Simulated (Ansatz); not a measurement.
C₃H₇F₂S (charge +1), SMILES C[S+](CF)CF, a ranking of conformers

Run with Ansatz's Python interface.

`conformers.py`:
```python
"""Conformer energies of C3H7F2S(+)."""

import ansatz as az
from rdkit import Chem
from rdkit.Chem import AllChem

rd = Chem.AddHs(Chem.MolFromSmiles("C[S+](CF)CF"))
ids = list(AllChem.EmbedMultipleConfs(rd, numConfs=20, randomSeed=911, pruneRmsThresh=0.4))
field = [energy for _, energy in AllChem.MMFFOptimizeMoleculeConfs(rd)]
distinct = {round(e, 2): i for i, e in zip(ids, field)}
chosen = sorted(distinct.items())[:5]
found = []
for force_field, index in chosen:
    molecule = az.Crystal.molecule()
    for atom, xyz in zip(rd.GetAtoms(), rd.GetConformer(index).GetPositions()):
        molecule = molecule.atom(atom.GetSymbol(), xyz.round(5).tolist())
    base = (
        molecule.calculation()
        .basis(gaussian="def2-SVP")
        .functional("b3lyp")
        .charge(1)
    )
    found.append(base.run().report["free_energy_ev"])
print("conformer   MMFF (kcal/mol)   this level (kJ/mol)")
for (force_field, index), e in zip(chosen, found):
    print(f"{index:9d} {force_field - chosen[0][0]:17.2f} {96.485332 * (e - min(found)):17.3f}")
```

```console
$ python conformers.py
conformer   MMFF (kcal/mol)   this level (kJ/mol)
        8              0.00             0.000
        5              0.16             4.942
        6              1.50            18.252
        1              2.58            23.236
        7              4.44            25.756
```

Notes:
- The conformers keep their force-field geometries.
- b3lyp holds the VWN-RPA fit, as in Gaussian; the form of ORCA and Turbomole is b3lyp5.
- Finished in 41 s on 1 thread of Arm Neoverse N1 (shared host), peak memory 0.37 GiB.
